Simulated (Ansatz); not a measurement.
**NaBi₂: from a trial structure to a relaxed crystal**

All numbers below come from Ansatz, DFT PBE, scalar-relativistic, plane waves, PAW. Cutoff 420 eV, Γ-centred k mesh, Gaussian smearing, no spin polarisation in the final step.

The start puts NaBi₂ on the rutile structure type (P4_2/mnm, No. 136), with Na in place of Ti, Bi in place of O, at a guessed volume.

```yaml
crystal:
  lattice:
    - [6.47488, 0.00000, 0.00000]
    - [0.00000, 6.47488, 0.00000]
    - [0.00000, 0.00000, 4.17048]
  atoms:
    - { symbol: Na, position: [0.00000, 0.00000, 0.00000] }
    - { symbol: Na, position: [0.50000, 0.50000, 0.50000] }
    - { symbol: Bi, position: [0.30600, 0.30600, 0.00000] }
    - { symbol: Bi, position: [0.19400, 0.80600, 0.50000] }
    - { symbol: Bi, position: [0.69400, 0.69400, 0.00000] }
    - { symbol: Bi, position: [0.80600, 0.19400, 0.50000] }
```

Cell and atoms relax at zero pressure; the relaxation can't lower the symmetry of the start. After a coarse first stage the cell is made exact in the group found at 0.06 Å.

Energies over the elements count from the elements' standard structures at the same level, with no empirical corrections.

Problem. Which crystal results?

Solution. It keeps P4_2/mnm (No. 136), but not the shape of the type it started on. Conventional cell: a = 6.345 Å, c = 5.975 Å. Around Na lie 2 Bi at 3.08 Å and 4 Bi at 3.30 Å; Bi is coordinated by 1 Bi at 2.82 Å, 1 Na at 3.08 Å and 2 Na at 3.30 Å.

Space group P4_2/mnm (No. 136). a = 6.345 Å, b = 6.345 Å, c = 5.975 Å, α = 90.00°, β = 90.00°, γ = 90.00°
```tsv
atom	site	symmetry	x	y	z
Na	2a	m.mm	0.0000	0.0000	0.0000
Bi	4f	m.2m	0.3431	0.3431	0.0000
```

Problem. What are its volume, energy, density and gap?

Solution. The volume per atom is 40.09 Å³. The density is 6.09 g/cm³. The energy over the elements is 0.28 eV/atom and the gap on the 6×6×6 mesh is 0 eV (a metal).

The final run used a 6×6×6 mesh on its 6-atom cell and 0.10 eV smearing. The k mesh leaves about 4 meV/atom of noise in metals. Spin–orbit coupling is left out. Symmetry constrained the relaxation, so the result can be a saddle point.

Cost: 3 runs of about 4.1 core-minutes in all, on Arm Neoverse V2 (shared hosts).